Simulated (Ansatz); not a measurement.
A nudged elastic band was laid between two geometries of CH$_{6}$N (8 atoms, charge 1, multiplicity 1).

The calculation used RKS PBE/def2-SVPD in Ansatz 0.2.0.

```
movable images  : 7
climbing image  : yes
spring          : 0.1 eV/Å²
optimiser       : quadratic models (default)
start path      : IDPP
force threshold : 0.03 eV/Å
iteration limit : 60
end points      : relaxed
```

Image 0:

```xyz
8
Properties=species:S:1:pos:R:3
C -0.227 0.296 -0.670
N 0.219 -0.285 0.646
H -0.040 -0.449 -1.461
H -1.303 0.525 -0.602
H 0.352 1.214 -0.860
H 0.067 0.374 1.429
H 1.227 -0.521 0.640
H -0.294 -1.154 0.877
```

Image 8:

```xyz
8
Properties=species:S:1:pos:R:3
C -0.227 0.296 -0.670
N 0.219 -0.285 0.646
H -0.915 -0.418 -1.152
H -0.740 1.252 -0.474
H 0.663 0.458 -1.300
H -0.579 -0.458 1.282
H 0.872 0.345 1.144
H 0.708 -1.190 0.522
```

Problem. Which bonds break or form, and what moves?

Solution. No bond is made or broken. The dihedral H3–C1–N2–H6 goes from 180 to -60°. The two ends are copies of one structure, up to a mirror image or an exchange of like atoms.

Problem. Give the energies along the band, and the barrier.

Solution. The run converged. The highest image is number 4 of 0 to 8, 9.4 kJ/mol above the ends, which have the same energy within 2 meV. Another band between the same ends (7 images) ends at a top of the same energy, where a vibrational analysis finds 1 clearly imaginary mode. Limits of this set-up: the dipole of an ion depends on the origin.

```
image  path coordinate (Å)  energy (kJ/mol)  dihedral H3–C1–N2–H6 (°)
    0                 0.00              0.0                       180
    1                 0.33              1.5                      -165
    2                 0.65              4.9                      -150
    3                 0.97              8.1                      -135
    4                 1.28              9.4                      -120
    5                 1.59              8.2                      -105
    6                 1.91              4.9                       -91
    7                 2.23              1.5                       -75
    8                 2.56              0.0                       -60
```

Problem. What is the geometry of the highest image?

Solution. 
```xyz
8
Properties=species:S:1:pos:R:3
C -0.229 0.298 -0.675
N 0.221 -0.288 0.653
H -0.522 -0.525 -1.346
H -1.088 0.965 -0.497
H 0.606 0.866 -1.115
H -0.354 0.048 1.443
H 1.201 -0.043 0.875
H 0.165 -1.321 0.663
```

The band took 4 iterations and roughly 40 core-seconds.

Run time: 42 s on 1 thread of Arm Neoverse V2, on a shared host, peak memory 0.13 GiB.
